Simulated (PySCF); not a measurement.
Dipole moment and polarisability of `C#CCP=C`

Species: C4H5P.
Structure used (GFN2-xTB), in Å, numbered top down from 1:
```xyz
10
C4H5P angstrom
C     -1.6593    1.1249   -0.2233
C     -1.1419    0.0632   -0.0203
C     -0.4654   -1.1799    0.2182
P      1.4248   -1.1022    0.2186
C      1.7492    0.4967   -0.0868
H     -2.1514    2.0346   -0.3975
H     -0.7482   -1.9132   -0.5457
H     -0.7618   -1.5872    1.1916
H      0.9886    1.2456   -0.2362
H      2.7742    0.8221   -0.1411
```

Level: CAM-B3LYP/def2-SVPD (PySCF), static field, nuclei fixed, core orbitals frozen in the response. The polarisability tensor in these axes (au):

```
x   79.29 -5.95  1.30
y   -5.95 81.59 -6.11
z    1.30 -6.11 50.83
```

Question: Diagonalise the tensor; give its mean and Δα, where Δα² is half the sum of the squared differences of the eigenvalues.

Answer: Principal values 49.66, 74.69 and 87.36 au; mean 70.57 au = 10.46 Å³ = 11.64 × 10⁻⁴⁰ C²·m²/J; Δα = 33.23 au (47 % of the mean).

Question: What is the dipole moment, and where does it point?

Answer: (-0.49, 0.19, -0.04) D, 0.52 D in size, pointing from the negative to the positive side. Measured along this direction, the outermost atoms are H10 at the negative end and H6 at the positive end.

Question: Refractivity n − 1 of an ideal gas of it at 273.15 K and 1 atm, from the electronic α?

Answer: N = p/kT = 2.6868 × 10¹⁹ cm⁻³, so n − 1 = 2π × N × 10.46 × 10⁻²⁴ cm³ = 1765 × 10⁻⁶ at long wavelengths, for an ideal gas.

Question: Directions of the eigenvectors, and the extent of the frame along each?

Answer: Largest value along (-0.60, 0.78, -0.15), where the nuclei span 4.71 Å; middle along (0.80, 0.59, -0.11), 4.39 Å; least along (-0.01, 0.19, 0.98), 1.77 Å. The response follows the extents in order.

Question: Find the Langevin capture rate constant for O2+ (31.990 u) meeting this molecule (84.013 u), k = 2.342 × 10⁻⁹ cm³/s × √(α in Å³ / reduced mass in u).

Answer: The reduced mass is 23.17 u, so k = 1.57 × 10⁻⁹ cm³/s. The formula leaves out the permanent dipole, which adds to the capture rate.

Question: Orientational against electronic polarisability at 400 K (dilute gas, rigid molecules)?

Answer: In Gaussian units μ²/3kT = 1.66 Å³ against 10.46 Å³, a ratio of 0.16; the Debye molar polarisation (4π/3)N_A(α + μ²/3kT) is 30.6 cm³/mol, leaving out the vibrational part.

Question: Traceless (Buckingham) quadrupole moment about the centre of nuclear charge: eigenvalues?

Answer: -2.75, -2.36, 5.11 D·Å. The values depend on the origin, since the dipole doesn't vanish. The electronic extent ⟨r²⟩ about the same centre is 558 bohr², a root-mean-square distance of 1.88 Å for the 44 electrons.

The structure is a single GFN2-xTB conformer in the gas phase; no vibrational or solvent corrections.

The run behind these numbers computed excited states as well. The run took about 28 s of CPU time (one thread, shared machine).
